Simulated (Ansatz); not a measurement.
# SiNH₂+ (triplet): wave-function methods side by side, def2-QZVPP

An exercise on one series of results from a longer session: the logs are not shown, and one member is left open.

Computed with Ansatz 0.2.0, Gaussian basis. Level: def2-QZVPP, core rule «outside noble gas», up to 6 orbitals frozen.

The runs, in order: UHF; ROHF; CCSD(T) on UHF.

**What is computed**

The geometry is a PBE0/def2-TZVP stationary point (not a proven minimum) of the parent state, kept for this charge and spin.

4 atoms, charge 1, spin multiplicity 3.

Atoms are counted from 1 here; the program's logs count them from 0.

Bond lengths: Si1–N2 1.726 Å, N2–H3 1.004 Å, N2–H4 1.004 Å. Angles: Si1–N2–H3 121.8°, Si1–N2–H4 121.8°, H3–N2–H4 116.4°.

Set-up of the first run:

Input file in.yaml:

```yaml
crystal:
  periodic: [false, false, false]
  atoms:
    - {symbol: Si, position_ang: [0.000000, 0.000000, 0.651167]}
    - {symbol: N, position_ang: [0.000000, 0.000000, -1.074836]}
    - {symbol: H, position_ang: [0.000000, -0.852806, -1.603987]}
    - {symbol: H, position_ang: [0.000000, 0.852806, -1.603987]}
basis:
  gaussian: {orbitals: "def2-QZVPP.json"}
total_charge: 1
magnetization: {spin_polarized: true, initial_magnetization: 2}
hamiltonian: {xc: hf}
output: {orbitals: {seedname: orbitals}}
```

Command:

```bash
> ansatz run in.yaml --threads 1 --pin off --events-out ev --progress --plain --max-ram 2393MiB
```

Among the steps run: UHF; ROHF; CCSD(T) on UHF.

One table of the session follows, with a row left open; its other results are not shown here.

```
  method  from UCCSD(T) (meV)
    ROHF              +8415.5
     UHF              +8349.1
    UMP2                    ?
   UCCSD               +375.6
UCCSD(T)                    0
```

**Question.** Estimate the row for UMP2.

**Answer.** from UCCSD(T) (meV): +702.5. In the column «from UCCSD(T) (meV)» it lies between UCCSD (+375.6) and UHF (+8349.1).
